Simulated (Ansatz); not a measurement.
# H4OSi2: the cost of one run

Computed with Ansatz 0.2.0, Gaussian basis. Level: single points in def2-TZVPP.

Levels: PBE-D4, r2SCAN-D4, PBE0-D4, B3LYP-D4, wB97M-V, Hartree-Fock, MP2, CCSD, CCSD(T). The scan takes 1.305, 1.357, 1.433, 1.521, 1.619, 1.724, 1.836, 1.954, 2.077 Å.

Cores are frozen in the correlated methods. B3LYP uses VWN-RPA correlation.

117 further runs of the same task are left out: 117 set aside as unsound or not needed.

## 1. The starting structure

SMILES `O1[SiH2][SiH2]1`, 7 atoms, charge 0, spin multiplicity 1.

Atoms are counted from 1 here; the program's logs count them from 0.

Bond lengths: O1–Si2 1.697 Å, O1–Si3 1.699 Å, Si2–Si3 2.238 Å, Si2–H4 1.454 Å, Si2–H5 1.454 Å, Si3–H6 1.454 Å, Si3–H7 1.454 Å. Angles: Si2–O1–Si3 82.5°, O1–Si2–Si3 48.8°, O1–Si2–H4 109.6°, O1–Si2–H5 109.6°, Si3–Si2–H4 122.5°, Si3–Si2–H5 122.4°, H4–Si2–H5 115.1°, O1–Si3–Si2 48.7°, O1–Si3–H6 109.6°, O1–Si3–H7 109.4°, Si2–Si3–H6 122.4°, Si2–Si3–H7 122.3°, H6–Si3–H7 115.2°.

As a file:

```xyz
7
H4OSi2
O    -0.72100   -0.43217    0.66844
Si   -0.57326   -0.05664   -0.97976
Si    0.84608    0.22034    0.72818
H    -0.61964   -1.27962   -1.76539
H    -1.56212    0.94628   -1.34262
H     0.84486    1.41482    1.55731
H     1.78506   -0.81300    1.13385
```

## 2. Finding the minimum

relax/in.yaml reads:

```yaml
crystal:
  periodic: [false, false, false]
  atoms:
    - {symbol: O, position_ang: [-0.721000, -0.432170, 0.668440]}
    - {symbol: Si, position_ang: [-0.573260, -0.056640, -0.979760]}
    - {symbol: Si, position_ang: [0.846080, 0.220340, 0.728180]}
    - {symbol: H, position_ang: [-0.619640, -1.279620, -1.765390]}
    - {symbol: H, position_ang: [-1.562120, 0.946280, -1.342620]}
    - {symbol: H, position_ang: [0.844860, 1.414820, 1.557310]}
    - {symbol: H, position_ang: [1.785060, -0.813000, 1.133850]}
basis:
  gaussian: {orbitals: def2-TZVP}
hamiltonian: {xc: pbe0, dispersion: d4}
relax: {f_tol: 0.005, max_steps: 200}
```

Launch:

```console
$ ansatz run in.yaml --threads 2 --pin off --events-out ev --progress --plain --max-ram 4352MiB
```

**Question.** How long does this run take on 2 threads of Arm Neoverse V2, shared host, and how much memory does it need?

About 13 s, with a peak of 0.22 GiB.
